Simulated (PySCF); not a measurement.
Where the electron goes

Compound: propane, C3H8.
Z-matrix (Å and degrees, GFN2-xTB geometry), rows numbered from 1:
```
C 
C   1  1.5238
C   2  1.5237  1  111.64
H   1  1.0877  2  110.78  3  -179.92
H   1  1.0880  2  110.47  3   -59.84
H   1  1.0881  2  110.49  3    59.95
H   2  1.0925  1  109.40  3   121.14
H   2  1.0925  1  109.38  3  -121.17
H   3  1.0880  2  110.49  1   -59.88
H   3  1.0876  2  110.67  1  -179.98
H   3  1.0880  2  110.48  1    59.90
```

Computed, not measured: TDDFT PBE0/def2-SVPD, vertical, gas phase, core orbitals frozen in the response (PySCF 2.14.0, density-fitted response routines).

Kohn–Sham orbitals with the atoms that hold most of them (Löwdin shares over 4%, at most four atoms; ? is withheld):

```json
{"orbital": "HOMO-3", "ε (eV)": "-10.70", "atoms": "C1 25%, C3 25%, H6 10%, H11 10%"}
{"orbital": "HOMO-2", "ε (eV)": "-9.46", "atoms": "C2 29%, C1 18%, C3 18%, H8 7%"}
{"orbital": "HOMO-1", "ε (eV)": "-9.44", "atoms": "C3 26%, C1 25%, C2 21%, H4 12%"}
{"orbital": "HOMO", "ε (eV)": "?", "atoms": "?"}
{"orbital": "LUMO", "ε (eV)": "0.88", "atoms": "?"}
{"orbital": "LUMO+1", "ε (eV)": "1.67", "atoms": "C1 17%, C3 17%, H4 12%, H10 12%"}
{"orbital": "LUMO+2", "ε (eV)": "1.86", "atoms": "H8 18%, H7 18%, C2 15%, H11 8%"}
```

Which atoms hold the HOMO, and with what shares?

C2 (bonded to 2 C and 2 H) 28%; C3 (bonded to C and 3 H) 13%; C1 (bonded to C and 3 H) 13%; H7 (bonded to C) 12%. By element: carbon 54%, hydrogen 12% or more.

Which atoms hold the LUMO, and with what shares?

C3 (bonded to C and 3 H) 19%; C1 (bonded to C and 3 H) 19%; C2 (bonded to 2 C and 2 H) 16%; H7 (bonded to C) 6%. By element: carbon 54%, hydrogen 6% or more.

What is the HOMO energy, and the HOMO–LUMO gap?

ε(HOMO) = -9.21 eV; the gap is 10.09 eV (0.3710 hartree).

The HOMO–LUMO gap is 10.09 eV. Where does the response calculation put the lowest singlet, and from which orbitals?

S1 is at 8.79 eV (f = 0.0027), 1.30 eV below the gap, made of HOMO→LUMO (98%). Without the coupling terms of the response equations the lowest excitation would equal the gap.

Give energy, strength and leading configuration of S1 and S4, and follow the Löwdin shares of the leading atoms from the occupied to the empty orbital.

- S1 (8.79 eV, f 0.0027), HOMO→LUMO (98%): C2 28% → 16%, C3 13% → 19%, C1 13% → 19%
- S4 (9.68 eV, f 0.0000), HOMO→LUMO+1 (93%): C2 28% → at most 12%, C3 13% → 17%, C1 13% → 17%
